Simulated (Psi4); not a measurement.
**B2PLYP/aug-cc-pVDZ (density fitting for correlation) run of SiH2Cl2 (SiCl2H2)**

Aim: the vertical electron affinity of SiH2Cl2 (SiCl2H2) at B2PLYP/aug-cc-pVDZ (density fitting for correlation), from 2 runs. 

The results are computed with Psi4 1.11.

2 further runs of the same task are left out: 2 set aside as unsound or not needed.

### Step 1. The system as given

The species is SiH2Cl2 (5 atoms), meant as a singlet with charge 0. As SMILES, `[H][Si]([H])(Cl)Cl`. The shape is that of a GFN2-xTB optimisation.

Bond lengths: Si1–Cl2 2.009 Å, Si1–Cl3 2.010 Å, Si1–H4 1.455 Å, Si1–H5 1.455 Å. Angles: Cl2–Si1–Cl3 109.6°, Cl2–Si1–H4 108.7°, Cl2–Si1–H5 108.7°, Cl3–Si1–H4 108.7°, Cl3–Si1–H5 108.7°, H4–Si1–H5 112.4°.

### Step 2. A single-point energy at B2PLYP/aug-cc-pVDZ (density fitting for correlation)

calc.in reads:

```
memory 1600 mb

molecule mol {
  0 1
  Si
  Cl 1 R2
  Cl 1 R3 2 A3
  H 1 R4 2 A4 3 D4
  H 1 R5 4 A5 3 D5

  R2 = 2.009394
  R3 = 2.009624
  A3 = 109.61403
  R4 = 1.454723
  A4 = 108.68677
  D4 = -118.62241
  R5 = 1.454521
  A5 = 112.42036
  D5 = -120.41278
  units angstrom
  symmetry c1
}

set globals {
  basis                aug-cc-pVDZ
  puream               true
  e_convergence        1e-09
  d_convergence        1e-08
  scf_type             pk
  dft_radial_points    99
  dft_spherical_points 590
  num_frozen_docc      15
}

energy_value, wavefunction = energy("b2plyp", return_wfn=True)
```

Command:

```bash
$ psi4 -i calc.in -o calc.out -n 1
```

calc.out:

```text
[...]
  Running in c1 symmetry.
[...]
  Nuclear repulsion =  195.016520108155873
[...]
  Multiplicity = 1
[...]
  Nalpha       = 25
  Nbeta        = 25
[...]
    Number of basis functions: 99
[...]
   @RKS iter   1: -1210.62891583334931   -8.40068e-02   1.90269e-03 DIIS/ADIIS
[...]
   @RKS iter   9: -1210.65002177172209   -4.09273e-11   9.32158e-09 DIIS
[...]
    Orbital Energies [Eh]
    ---------------------
    Doubly Occupied:
       1A   -102.929891     2A   -102.929890     3A    -67.334736
       4A     -9.929504     5A     -9.929498     6A     -7.567513
       7A     -7.567507     8A     -7.562977     9A     -7.562971
      10A     -7.562810    11A     -7.562804    12A     -5.718808
      13A     -3.974354    14A     -3.972581    15A     -3.970449
      16A     -0.980803    17A     -0.951190    18A     -0.635730
      19A     -0.484111    20A     -0.483333    21A     -0.482955
      22A     -0.408306    23A     -0.405711    24A     -0.391488
      25A     -0.378868
[...]
  @RKS Final Energy: -1210.65002177172209
   => Energetics <=
    Nuclear Repulsion Energy =            195.0165201081558735
    One-Electron Energy =               -2061.3638077062960292
    Two-Electron Energy =                 693.0028838158502822
    DFT Exchange-Correlation Energy =     -37.3056179894322000
    Empirical Dispersion Energy =           0.0000000000000000
    VV10 Nonlocal Energy =                  0.0000000000000000
    Total Energy =                      -1210.6500217717220949
[...]
 Multipole Moments:
 ------------------------------------------------------------------------------------
     Multipole            Electronic (a.u.)      Nuclear  (a.u.)        Total (a.u.)
 ------------------------------------------------------------------------------------
 L = 1.  Multiply by 2.5417464519 to convert [e a0] to [Debye]
 Dipole X            :          0.0018872           -0.0013541            0.0005331
 Dipole Y            :          2.6050824           -3.0154391           -0.4103567
 Dipole Z            :          1.8367820           -2.1259625           -0.2891805
 Magnitude           :                                                    0.5020142
[...]
```

Wall time 15 s (1 thread of Intel Xeon 6975P-C (Granite Rapids), shared host); peak memory 0.87 GiB.

### Step 3. The doublet anion at the same level

input.in reads:

```
memory 1600 MB

molecule {
  -1 2
  Si
  Cl 1 r2
  Cl 1 r3 2 a3
  H 1 r4 2 a4 3 d4
  H 1 r5 4 a5 3 d5

  r2 = 2.009394
  r3 = 2.009624
  a3 = 109.61403
  r4 = 1.454723
  a4 = 108.68677
  d4 = -118.62241
  r5 = 1.454521
  a5 = 112.42036
  d5 = -120.41278
  units angstrom
  symmetry c1
}

set {
  basis aug-cc-pVDZ
  reference uks
  puream true
  e_convergence 1e-09
  d_convergence 1e-08
  scf_type pk
  dft_radial_points 99
  dft_spherical_points 590
  num_frozen_docc 15
  maxiter 200
}

e = energy("b2plyp")
```

Command:

```bash
$ psi4 -i input.in -o input.out -n 1
```

input.out:

```text
[...]
  Running in c1 symmetry.
[...]
  Nuclear repulsion =  195.016520108155873
[...]
  Multiplicity = 2
[...]
  Nalpha       = 26
  Nbeta        = 25
[...]
    Number of basis functions: 99
[...]
   @UKS iter   1: -1210.49184668913858    5.30624e-02   3.19424e-03 ADIIS/DIIS
[...]
   @UKS iter  34: -1210.60895527152115   -4.46107e-10   4.88150e-09 DIIS
[...]
   @S^2 Observed:                7.503200716E-01
[...]
    Orbital Energies [Eh]
    ---------------------
    Alpha Occupied:
       1A   -102.793896     2A   -102.791733     3A    -67.192523
       4A     -9.793978     5A     -9.791777     6A     -7.431774
       7A     -7.429524     8A     -7.427393     9A     -7.427239
      10A     -7.425109    11A     -7.424946    12A     -5.576583
      13A     -3.832311    14A     -3.830409    15A     -3.828257
      16A     -0.845445    17A     -0.816115    18A     -0.497514
      19A     -0.349296    20A     -0.345926    21A     -0.344931
      22A     -0.273192    23A     -0.271351    24A     -0.257023
      25A     -0.241702    26A      0.062774
    Alpha Virtual:
[...]
  @UKS Final Energy: -1210.60895527152115
   => Energetics <=
    Nuclear Repulsion Energy =            195.0165201081558735
    One-Electron Energy =               -2068.2097593876742394
    Two-Electron Energy =                 699.9361348446598186
    DFT Exchange-Correlation Energy =     -37.3518508366625213
    Empirical Dispersion Energy =           0.0000000000000000
    VV10 Nonlocal Energy =                  0.0000000000000000
    Total Energy =                      -1210.6089552715211539
[...]
 Multipole Moments:
 ------------------------------------------------------------------------------------
     Multipole            Electronic (a.u.)      Nuclear  (a.u.)        Total (a.u.)
 ------------------------------------------------------------------------------------
 L = 1.  Multiply by 2.5417464519 to convert [e a0] to [Debye]
 Dipole X            :          0.0015337           -0.0013541            0.0001797
 Dipole Y            :          3.9510243           -3.0154391            0.9355852
 Dipole Z            :          3.0951503           -2.1259625            0.9691878
 Magnitude           :                                                    1.3470875
[...]
```

Wall time 44 s (1 thread of Intel Xeon 6975P-C (Granite Rapids), shared host); peak memory 0.87 GiB.

### Step 4. Results

Level: B2PLYP/aug-cc-pVDZ (density fitting for correlation), 15 core orbitals frozen.

```
                                                               quantity           value
                                          singlet SiH2Cl2: total energy  -1210.78030 Eh
                     singlet SiH2Cl2: HOMO energy (SCF part's orbitals)       -10.31 eV
                     singlet SiH2Cl2: LUMO energy (SCF part's orbitals)         0.48 eV
                   singlet SiH2Cl2: HOMO–LUMO gap (SCF part's orbitals)        10.79 eV
                                            doublet anion: total energy  -1210.74388 Eh
doublet anion: HOMO energy (SCF part's orbitals) (highest over α and β)         1.71 eV
 doublet anion: LUMO energy (SCF part's orbitals) (lowest over α and β)         3.15 eV
                                                    doublet anion: ⟨S²⟩           0.750
                      vertical electron affinity (to the doublet anion)       -0.991 eV
```

What this shows: The anion lies 0.99 eV (22.9 kcal/mol) above the neutral: the electron isn't bound at this level, and such a value depends on the basis. The HOMO (doublet anion) lies at positive energy, 1.71 eV; only total energies tell whether the electron is bound.
